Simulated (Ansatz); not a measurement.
Basis-set extrapolation for CH4AlN, SMILES `N=[CH][AlH2]` (PBE0-D4/def2-TZVP geometry, frozen core, Ansatz). Multiplicity 1, RHF reference.

```
                      def2-TZVPP   def2-QZVPP
                 HF  -336.560384  -336.572012
    MP2 correlation    -0.441898    -0.472190
CCSD(T) correlation    -0.491732      not run
```

Energies in hartree. Use E(X) = E(∞) + A·exp(−7.88·√X) for Hartree–Fock and E(X) = E(∞) + B·X^(−2.97) for correlation, with X = 3 and 4, and add CCSD(T) minus MP2 of the smaller set to the MP2 limit.

Question: What is the CCSD(T) energy at the basis-set limit?

Answer: HF limit: -336.572012 + (-0.011628) × 0.13774 = -336.57361. MP2 limit: -0.472190 + (-0.030292) × 0.74074 = -0.49463. Higher-order term: -0.491732 − (-0.441898) = -0.04983. Total: -337.11807 hartree, 173.2 kJ/mol below CCSD(T)/def2-TZVPP.
